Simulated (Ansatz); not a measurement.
**A ladder of methods for SiH2SF (SMILES F[SiH]S)**

SiH2SF: 5 atoms, total charge 0, spin state doublet. SMILES: `F[SiH]S`. Geometry: relaxed at PBE0-D4/def2-TZVP. This is one conformer, not always the lowest.

```csv
atom,x (Å),y (Å),z (Å)
F,-1.2423,-0.5272,1.1342
Si,-0.6294,-0.1680,-0.3033
S,1.4007,0.4385,-0.1918
H,-0.6218,-1.4165,-1.1155
H,1.1427,1.5995,0.4350
```

Quantity: the energy change with the Si2–H4 bond stretched from 1.489 to 1.862 Å, in eV. The values are calculated.

```csv
level,kind,program,value (eV),less FCI/STO-3G,CPU time (all runs)
UHF/STO-3G,Hartree–Fock,Ansatz,1.53,+0.44,0.45 s
U-revPBE/STO-3G,GGA,Ansatz,0.91,-0.18,5 s
U-r2SCAN/STO-3G,meta-GGA,Ansatz,1.05,-0.04,14 s
U-r2SCAN0/STO-3G,hybrid meta-GGA,Ansatz,1.20,+0.11,14 s
UPBE0/STO-3G,global hybrid,Ansatz,1.13,+0.04,5.1 s
UHSE06/STO-3G,range-separated hybrid,Ansatz,1.13,+0.04,6.9 s
RPA@PBE/STO-3G,RPA,Ansatz,1.02,-0.07,5.8 s
UMP2/STO-3G,perturbation theory,Ansatz,1.32,+0.23,0.48 s
UCCSD(T)/STO-3G,coupled cluster or CI,Ansatz,1.10,+0.01,0.81 s
FCI/STO-3G,exact in the basis,Ansatz,1.09,0.00,37 s
```

FCI/STO-3G is exact within its basis and frozen core, so for wave-function methods in that basis the difference is their error; functionals converge differently with the basis, so for them it is only a difference. The first shape isn't each level's own minimum. The values span 0.91 to 1.53 eV. All rows use very small basis sets, so even the best lies far from the true value. Times are those of the runs behind each value, whatever else they computed, on shared processors of several kinds: orders of magnitude only.
